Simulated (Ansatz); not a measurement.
Debugging an active-space calculation of N2 (the Ansatz DFT code, driven from Python).

The script reads `n2.xyz`:
```text
2

N     0.00000    0.00000    0.00000
N     0.00000    0.00000    1.31000
```

`cas_n2.py`
```python
import ansatz as az

mol = az.Crystal.molecule_from_extxyz('n2.xyz')

calculation = (
    mol.calculation()
    .basis(gaussian='6-31G*')
    .stress()
    .correlation(active_electrons=6, active_orbitals=7)
)
for method in [None, 'sc_nevpt2', 'fic_mrcisd_q']:
    rep = (calculation if method is None else calculation.correlation(method)).run(threads=1, pin='off').report
    space = rep['configurations']
    state = space['states'][0]
    print(method or 'casscf', f'total {rep["free_energy_ev"] / 27.211386246:.6f} Ha, active-space state {state["energy"]["hartree"]:.6f} Ha, mean field {rep["reference_energy_ev"] / 27.211386246:.6f} Ha')
    print('  determinants', state['n_determinants'], ' natural occupations', [round(n, 3) for n in space['natural_occupations']])
print('effectively unpaired electrons, sum of min(n, 2 - n):', round(sum(min(n, 2 - n) for n in space['natural_occupations']), 3))
```

```console
$ python cas_n2.py
Traceback (most recent call last):
  File "cas_n2.py", line 12, in <module>
    rep = (calculation if method is None else calculation.correlation(method)).run(threads=1, pin='off').report
          ~~~~~~~~~~~~~~~~~~~~~~~~~~~~~~~~~~~~~~~~~~~~~~~~~~~~~~~~~~~~~~~~~~~~~~~~^^^^^^^^^^^^^^^^^^^^^^
  ...
ansatz.RefusalError: invalid value for `basis.gaussian`: such a run doesn't read output.stress; remove what it names
$ echo $?
1
```
(Library frames cut from the traceback.)

What is wrong, and how is it mended?

The fault: a molecule has no stress. Mended:

The script, `cas_n2.py`:
```python
import ansatz as az

mol = az.Crystal.molecule_from_extxyz('n2.xyz')

calculation = (
    mol.calculation()
    .basis(gaussian='6-31G*')
    .correlation(active_electrons=6, active_orbitals=7)
)
for method in [None, 'sc_nevpt2', 'fic_mrcisd_q']:
    rep = (calculation if method is None else calculation.correlation(method)).run(threads=1, pin='off').report
    space = rep['configurations']
    state = space['states'][0]
    print(method or 'casscf', f'total {rep["free_energy_ev"] / 27.211386246:.6f} Ha, active-space state {state["energy"]["hartree"]:.6f} Ha, mean field {rep["reference_energy_ev"] / 27.211386246:.6f} Ha')
    print('  determinants', state['n_determinants'], ' natural occupations', [round(n, 3) for n in space['natural_occupations']])
print('effectively unpaired electrons, sum of min(n, 2 - n):', round(sum(min(n, 2 - n) for n in space['natural_occupations']), 3))
```

After the fix:

```console
$ python cas_n2.py
casscf total -109.020167 Ha, active-space state -109.020167 Ha, mean field -108.825209 Ha
  determinants 1225  natural occupations [1.962, 1.889, 1.884, 0.114, 0.111, 0.038, 0.002]
RunWarning: the results are in doubt because another end's mean lies 0.024 eV lower, and its corrected mean 0.015 eV higher
sc_nevpt2 total -109.180124 Ha, active-space state -109.019277 Ha, mean field -108.825209 Ha
  determinants 165  natural occupations [1.962, 1.889, 1.889, 0.111, 0.111, 0.037, 0.002]
fic_mrcisd_q total -109.212328 Ha, active-space state -109.020165 Ha, mean field -108.825209 Ha
  determinants 317  natural occupations [1.962, 1.889, 1.884, 0.114, 0.111, 0.038, 0.002]
effectively unpaired electrons, sum of min(n, 2 - n): 0.53
```
(Warnings from the package without file and line.)

Notes:
- Total energies depend on the basis set; only differences at equal settings carry meaning.
- The geometry is a force-field or estimated start, not a minimum of this method, and the basis set is short of its limit. The active space starts as a window about the frontier orbitals and is then optimised, not chosen by chemistry.
- The spin state was assumed, and another may lie lower.
- A lower CASSCF solution was found and passed over, so the printed active-space state isn't the lowest.
- The whole script took 12 s on 1 thread of Arm Neoverse V1, on a shared host, peak memory 0.22 GiB.

(Lines on the test bed's own set-up are left out of the output.)
